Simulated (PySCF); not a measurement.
From results back to the method.

Species: C3H3FO.
Atom-mapped SMILES: `[CH2:1]=[CH:2][C:3](=[O:4])[F:5]` (hydrogens: H6, H7 on C1; H8 on C2)

The closed-shell ground state was solved 4 times with PySCF (density fitting, gas phase), always in the pcSseg-2 basis (222 functions), with these functionals: B3LYP, BP86, HF and mPW1PW91. Geometry: PBE0-D3(BJ)/def2-SVP, one conformer, isolated molecule.

| row | total energy (Eh) | HOMO (eV) | LUMO (eV) | dipole (D) |
| --- | --- | --- | --- | --- |
| P | -291.3001 | -7.46 | -3.19 | 3.15 |
| Q | -291.3028 | -8.65 | -2.38 | 3.31 |
| R | -291.2203 | -8.89 | -2.15 | 3.30 |
| S | -289.7501 | -11.34 | 1.69 | 3.71 |

**Question.** Which functional belongs to which row?

**Answer.** P = BP86, Q = B3LYP, R = mPW1PW91, S = HF. By rising HOMO–LUMO gap: BP86 (GGA) 4.27 eV; B3LYP (global hybrid, 20 % exact exchange) 6.27 eV; mPW1PW91 (global hybrid, 25 % exact exchange) 6.74 eV; HF (all exact exchange) 13.03 eV. Total energies of different functionals aren't bounds to one another; each is stationary for its own functional.

Conformer computed: `[CH2:1]=[CH:2][C:3](=[O:4])[F:5]`: C1–C2–C3–O4 0°.
